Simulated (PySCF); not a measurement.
Bond length, frequency and bond energy of LiN by level of theory

State: ³Σ⁻ (triplet), unpaired electrons π ↑↑. Set-up: PySCF, spin-free X2C with a Gaussian nucleus, basis sets Li x2c-TZVPPall, N x2c-TZVPPall. De refers to Li + N in their high-spin ground configurations, without counterpoise correction. The functionals are run spin-unrestricted. A positive dipole means Li(−)N(+).

```
      Level  Re (Å)  ωe (cm⁻¹)  De (eV)  μ (D)
        UHF   1.853        704   -0.002  -7.27
    UHF-MP2   1.863        688     1.26    n/a
UHF-SCS-MP2   1.865        683     1.35    n/a
   UHF-CCSD   1.865        678     1.28    n/a
UHF-CCSD(T)   1.870        666     1.36    n/a
        LDA   1.863        653     2.09  -6.28
        PBE   1.882        639     1.88  -6.29
       PW91   1.880        641     1.92  -6.28
     r²SCAN   1.878        645     1.58  -6.71
       PBE0   1.855        684     1.62  -6.76
  BHandHLYP   1.838        713     1.56  -6.92
     M06-2X   1.854        697     1.71  -6.85
    ωB97X-V   1.858        694     1.72  -6.89
```

The bond length runs from 1.838 Å (BHandHLYP) to 1.882 Å (PBE). De spans 0.00 eV (UHF, mean field) to 2.09 eV (LDA, local density). Correlation at CCSD(T) changes the Hartree–Fock bond energy by +1.36 eV; the triples alone change it by +0.08 eV.

Correlated steps freeze 1 core orbital. A negative De means that the minimum lies above the separated atoms at that level. The state is the lowest determinant that a PBE0 search found; another state may lie lower at other levels.
